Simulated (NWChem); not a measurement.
# Correlation energy of B

```
B
```
Charge 0, spin multiplicity 2.

The numbers come from NWChem runs, not from measurements.

Basis set: cc-pVQZ. Each correlation energy counts from its own Hartree-Fock reference.

The correlated methods keep 1 core orbital frozen. The stability of the SCF solutions was not checked. Open-shell Hartree-Fock references start from PBE0 orbitals. Coupled-cluster values serve here as a point of comparison, not as the truth.

Problem. For the correlation energy, CCSD[T] on ROHF gives -71.9 mHa and CCSD[T] on UHF gives -67.9 mHa. What do CCSD on ROHF, CCSD on UHF give?

Solution. CCSD on ROHF: -70.3 mHa; CCSD on UHF: -66.4 mHa.
